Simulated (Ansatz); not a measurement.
Geometry optimisation, Ansatz, UKS PBE-D4/def2-SVP.

Input file:

```yaml
crystal:
  periodic: [false, false, false]
  atoms:
    - { symbol: Al, position_ang: [-0.985, 0.6367, -0.3327] }
    - { symbol: "N", position_ang: [0.3127, -0.0095, 1.3715] }
    - { symbol: C, position_ang: [0.3075, -0.425, -1.26] }
    - { symbol: H, position_ang: [0.5835, -0.4226, 0.11] }
    - { symbol: H, position_ang: [-2.2321, 1.5486, -0.1179] }
    - { symbol: H, position_ang: [0.994, 0.6273, 1.7681] }
    - { symbol: H, position_ang: [0.032, -0.6437, 2.1102] }
    - { symbol: H, position_ang: [-0.016, -1.3666, -1.7028] }
    - { symbol: H, position_ang: [1.0033, 0.0548, -1.9463] }
magnetization:
  spin_polarized: true
basis:
  gaussian: { orbitals: def2-SVP }
hamiltonian:
  xc: pbe
  dispersion: d4
relax:
  f_tol: 0.15
  max_steps: 25
  restrain:
    - { distance: [3, 1], at: 2.32, k: 30.0 }
    - { distance: [0, 1], at: 1.92, k: 30.0 }
    - { distance: [3, 2], at: 1.07, k: 30.0 }
```

Command:

```bash
$ ansatz run input.yaml --threads 2 --pin off --max-ram 3072MiB --backend cpu --events-out ev --progress --plain --runs-dir out
```

**Question.** Where does it end, and by what steps?

**Answer.** The run converged. The restraints hold the end off the free minimum. After 10 steps the energy has fallen by 2.701 eV (the restraints' own energy left out); H7 moved furthest, 1.12 Å. Joined: C3–H4.

```json
{"step": "0", "energy less start (eV)": "0.0000", "largest force component (eV/Å)": "1.559", "accepted": "yes"}
{"step": "1", "energy less start (eV)": "-0.6697", "largest force component (eV/Å)": "2.290", "accepted": "yes"}
{"step": "2", "energy less start (eV)": "-1.2820", "largest force component (eV/Å)": "2.527", "accepted": "yes"}
{"step": "3", "energy less start (eV)": "-1.9421", "largest force component (eV/Å)": "1.236", "accepted": "yes"}
{"step": "4", "energy less start (eV)": "-2.0623", "largest force component (eV/Å)": "1.128", "accepted": "yes"}
{"step": "5", "energy less start (eV)": "-2.1830", "largest force component (eV/Å)": "1.040", "accepted": "yes"}
{"step": "6", "energy less start (eV)": "-2.2711", "largest force component (eV/Å)": "1.162", "accepted": "yes"}
{"step": "7", "energy less start (eV)": "-2.4362", "largest force component (eV/Å)": "1.228", "accepted": "yes"}
{"step": "8", "energy less start (eV)": "-2.5701", "largest force component (eV/Å)": "1.338", "accepted": "yes"}
{"step": "9", "energy less start (eV)": "-2.6625", "largest force component (eV/Å)": "1.325", "accepted": "yes"}
{"step": "10", "energy less start (eV)": "-2.7014", "largest force component (eV/Å)": "1.360", "accepted": "yes"}
```

```xyz
9
Properties=species:S:1:pos:R:3
Al -0.871 0.471 -0.044
N 0.046 0.146 1.549
C 0.381 -0.336 -1.291
H 1.037 -0.583 -0.450
H -2.287 1.209 -0.029
H 0.957 -0.318 1.573
H -0.243 0.368 2.506
H 0.068 -1.269 -1.800
H 0.912 0.311 -2.015
```

Whether the end is a true minimum wasn't checked by a vibrational analysis.

The run took 33 s on 2 threads of Arm Neoverse N1 (shared host), peak memory 0.16 GiB.
